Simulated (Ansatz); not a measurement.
I need an active-space calculation of CH4MgO, SMILES [CH3][Mg][OH]. Use Ansatz 0.2.0, Python API. Level of theory: SC-NEVPT2, cc-pVDZ basis, multiplicity 1.

```json
{"atom": "C", "x (Å)": "-1.1074", "y (Å)": "0.6542", "z (Å)": "-0.3069"}
{"atom": "Mg", "x (Å)": "0.7083", "y (Å)": "-0.3597", "z (Å)": "-0.0232"}
{"atom": "O", "x (Å)": "2.4052", "y (Å)": "-1.3311", "z (Å)": "0.2380"}
{"atom": "H", "x (Å)": "-1.8768", "y (Å)": "-0.0146", "z (Å)": "-0.5943"}
{"atom": "H", "x (Å)": "-1.0338", "y (Å)": "1.4333", "z (Å)": "-1.1529"}
{"atom": "H", "x (Å)": "-1.4373", "y (Å)": "1.2386", "z (Å)": "0.6167"}
{"atom": "H", "x (Å)": "2.4030", "y (Å)": "-1.6887", "z (Å)": "1.1769"}
```

`ch4mgo.py`:
```python
import logging
import sys
import warnings

import ansatz as az

logging.basicConfig(stream=sys.stdout, format='%(levelname)s:%(name)s:%(message)s')
log = logging.getLogger('run')
log.setLevel(logging.INFO)


def main() -> None:
    warnings.simplefilter('ignore', az.DeckWarning)

    molecule = (
        az.Crystal.molecule()
        .atom('C', [-1.1074, 0.6542, -0.3069])
        .atom('Mg', [0.7083, -0.3597, -0.0232])
        .atom('O', [2.4052, -1.3311, 0.238])
        .atom('H', [-1.8768, -0.0146, -0.5943])
        .atom('H', [-1.0338, 1.4333, -1.1529])
        .atom('H', [-1.4373, 1.2386, 0.6167])
        .atom('H', [2.403, -1.6887, 1.1769])
    )

    setup = (
        molecule.calculation()
        .basis(gaussian='cc-pVDZ')
        .correlation(active_electrons=4, active_orbitals=4)
    )
    for method in ['sc_nevpt2']:
        rep = (setup if method is None else setup.correlation(method)).run().report
        space = rep['configurations']
        state = space['states'][0]
        print(method or 'casscf', f'total {rep["free_energy_ev"] / 27.211386246:.6f} Ha, active-space state {state["energy"]["hartree"]:.6f} Ha, mean field {rep["reference_energy_ev"] / 27.211386246:.6f} Ha')
        print('  determinants', state['n_determinants'], ' natural occupations', [round(n, 3) for n in space['natural_occupations']])


if __name__ == '__main__':
    main()
```

`python ch4mgo.py` gives:
```text
Warning: the results are in doubt because another end's mean lies 0.470 eV lower, and its corrected mean 0.109 eV higher
RunWarning: the results are in doubt because another end's mean lies 0.470 eV lower, and its corrected mean 0.109 eV higher
sc_nevpt2 total -315.065159 Ha, active-space state -314.718339 Ha, mean field -314.681224 Ha
  determinants 36  natural occupations [1.977, 1.97, 0.03, 0.023]
```
(Warnings from the package without file and line.)

Notes:
- Total energies depend on the basis set; only differences at equal settings carry meaning.
- The geometry is a force-field or estimated start, not a minimum of this method, and the basis set is short of its limit. The active space starts as a window about the frontier orbitals and is then optimised, not chosen by chemistry.
- A lower CASSCF solution was found and passed over, so the printed active-space state isn't the lowest.
- The script silences the warnings on its input, which a real study should read.
- It ran for 5.1 s on 1 thread of Arm Neoverse V2, on a shared host, peak memory 0.16 GiB.

(Lines on the test bed's own set-up are left out of the output.)
